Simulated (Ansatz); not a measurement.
# CH7AlSi: the cost of one run

Computed with Ansatz 0.2.0, Gaussian basis. Level: unrestricted cation, the program's frozen cores in correlated methods.

The runs, in order: UKS PBE-D4/def2-TZVPP; UKS r2SCAN-D4/def2-TZVPP; UKS PBE0-D4/def2-TZVPP; UKS B3LYP-D4/def2-TZVPP; UKS wB97X-V/def2-TZVPP; UKS wB97M-V/def2-TZVPP; UKS B2PLYP/def2-TZVPP; UHF-CCSD(T)/def2-TZVPP; UHF-MP2/def2-QZVPP; extrapolation to the limit; then −ε(HOMO) from the neutral's earlier runs with LDA (SPW92), PBE-D4, revPBE-D4, BLYP-D4, r2SCAN-D4, B97M-V, PBE0-D4, B3LYP-D4, r2SCANh-D4, r2SCAN0-D4, HSE06-D4, BHLYP-D4, CAM-B3LYP-D4, LC-ωPBE, ωB97X-V, ωB97M-V.

**1. The geometry**

The geometry comes from an earlier relaxation with PBE0-D4 in a triple-zeta def2 set; it is a stationary point, not always the lowest conformer.

SMILES `[AlH2][CH2][SiH3]`, 10 atoms, charge 0, spin multiplicity 1.

Atoms are counted from 1 here; the program's logs count them from 0.

Bond lengths: Al1–C2 1.948 Å, Al1–H4 1.587 Å, Al1–H5 1.587 Å, C2–Si3 1.866 Å, C2–H6 1.096 Å, C2–H7 1.096 Å, Si3–H8 1.490 Å, Si3–H9 1.490 Å, Si3–H10 1.489 Å. Angles: C2–Al1–H4 119.9°, C2–Al1–H5 119.9°, H4–Al1–H5 120.3°, Al1–C2–Si3 113.8°, Al1–C2–H6 109.6°, Al1–C2–H7 109.7°, Si3–C2–H6 107.7°, Si3–C2–H7 107.7°, H6–C2–H7 108.2°, C2–Si3–H8 110.3°, C2–Si3–H9 110.3°, C2–Si3–H10 112.7°, H8–Si3–H9 107.4°, H8–Si3–H10 107.9°, H9–Si3–H10 107.9°.

**2. Cation, UKS PBE-D4/def2-TZVPP**

The input, in.yaml:

```yaml
crystal:
  periodic: [false, false, false]
  atoms:
    - {symbol: Al, position_ang: [-1.415002, 0.743563, -0.797575]}
    - {symbol: C, position_ang: [0.370920, -0.029252, -0.702709]}
    - {symbol: Si, position_ang: [0.872371, -0.557186, 1.015802]}
    - {symbol: H, position_ang: [-2.669285, -0.194132, -1.057240]}
    - {symbol: H, position_ang: [-1.611835, 2.306245, -0.599579]}
    - {symbol: H, position_ang: [0.425600, -0.911184, -1.350980]}
    - {symbol: H, position_ang: [1.107934, 0.701421, -1.054786]}
    - {symbol: H, position_ang: [-0.080676, -1.573441, 1.544325]}
    - {symbol: H, position_ang: [0.843650, 0.607636, 1.944649]}
    - {symbol: H, position_ang: [2.239424, -1.144870, 1.061094]}
basis:
  gaussian: {orbitals: def2-TZVPP}
total_charge: 1
magnetization: {spin_polarized: true, initial_magnetization: 1}
hamiltonian: {xc: pbe, dispersion: d4}
```

Command:

```bash
> ansatz run in.yaml --threads 2 --pin off --events-out ev --progress --plain --max-ram 4352MiB
```

**Question.** How long does this run take on 2 threads of Intel Xeon 6975P-C, shared host, and how much memory does it need?

About 7.5 s, with a peak of 0.58 GiB.
